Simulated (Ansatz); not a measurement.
## Ansatz (development build ahead of 0.2.0) run

```yaml
crystal:
  periodic: [false, false, false]
  atoms:
    - { symbol: O, position_ang: [0.0, 0.0, -1.25205] }
    - { symbol: C, position_ang: [0.0, 0.0, 0.0] }
    - { symbol: O, position_ang: [0.0, 0.0, 1.25205] }
basis:
  gaussian: { orbitals: def2-TZVP }
hamiltonian:
  xc: hf
```

The input is written out in the form of the current development build from the run's settings.

The run gave:

```yaml
Converged: yes
Total_energy: -187.66733 hartree
Spin_squared_of_the_determinant: 0.000
```
